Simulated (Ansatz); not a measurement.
# SiP (sextet): the correlation ladder, def2-QZVPP

One table from this session's results is given with a row withheld; the runs are named, their logs left out.

The runs use Ansatz 0.2.0, Gaussian basis; def2-QZVPP, core rule «outside noble gas», up to 10 orbitals frozen.

The runs, in order: UHF; ROHF; CCSD(T) on UHF.

### The geometry

The geometry is a PBE0/def2-TZVP stationary point (not a proven minimum) of the parent state, kept for this charge and spin.

2 atoms, charge 0, spin multiplicity 6.

Atoms are counted from 1 here; the program's logs count them from 0.

Bond lengths: Si1–P2 2.343 Å.

Set-up of the first run:

Contents of in.yaml:

```yaml
crystal:
  periodic: [false, false, false]
  atoms:
    - {symbol: Si, position_ang: [0.000000, 0.000000, 0.000000]}
    - {symbol: P, position_ang: [0.000000, 0.000000, 2.343000]}
basis:
  gaussian: {orbitals: "def2-QZVPP.json"}
magnetization: {spin_polarized: true, initial_magnetization: 5}
hamiltonian: {xc: hf}
output: {orbitals: {seedname: orbitals}}
```

On the command line:

```console
ansatz run in.yaml --threads 1 --pin off --events-out ev --progress --plain --max-ram 4096MiB --backend cpu
```

Steps of the session up to this table: UHF; ROHF; CCSD(T) on UHF.

One table of the session follows, with a row left open; its other results are not shown here.

| method | from UCCSD(T) (kJ/mol) |
| --- | --- |
| ROHF | +554.9 |
| UHF | ? |
| UMP2 | +107.3 |
| UCCSD | +29.6 |
| UCCSD(T) | 0 |

Q: Estimate the row for UHF from the others.

**Answer.** from UCCSD(T) (kJ/mol): +539.0. In the column «from UCCSD(T) (kJ/mol)» it lies between UMP2 (+107.3) and ROHF (+554.9).
